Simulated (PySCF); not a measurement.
Process, species as SMILES: FCF → F[CH-]F + H+
B3LYP-D3(BJ)/def2-TZVP geometries, fixed; electronic energies without zero-point terms.
Largest species:
```xyz
5

C      0.0044     0.0053     0.5043
F     -0.0170     1.1024    -0.3021
F      0.0119    -1.1085    -0.2792
H     -0.9025    -0.0002     1.1113
H      0.9218     0.0234     1.0951
```
Charge 0, spin multiplicity 1.

Effect of the SCF energy threshold at wB97M-V/def2-SVP with PySCF, against the last row, where the deprotonation energy is 419.69 kcal/mol.

| setting | SCF cycles, largest species | largest shift of a total energy (mEh) | shift of the deprotonation energy (kcal/mol) |
|---|---|---|---|
| conv_tol: 1e-4 | 5 | 0.000 | 0.000 |
| conv_tol: 1e-5 | 6 | 0.000 | 0.000 |
| conv_tol: 1e-6 | 7 | 0.000 | 0.000 |
| conv_tol: 1e-7 | 7 | 0.000 | 0.000 |
| conv_tol: 1e-11 | 10 | 0.000 | 0.000 |

Within 0.02 kcal/mol in the deprotonation energy: conv_tol: 1e-4; conv_tol: 1e-5; conv_tol: 1e-6; conv_tol: 1e-7. The largest shift is 0.000 mEh in a total energy and 0.000 kcal/mol in the difference.
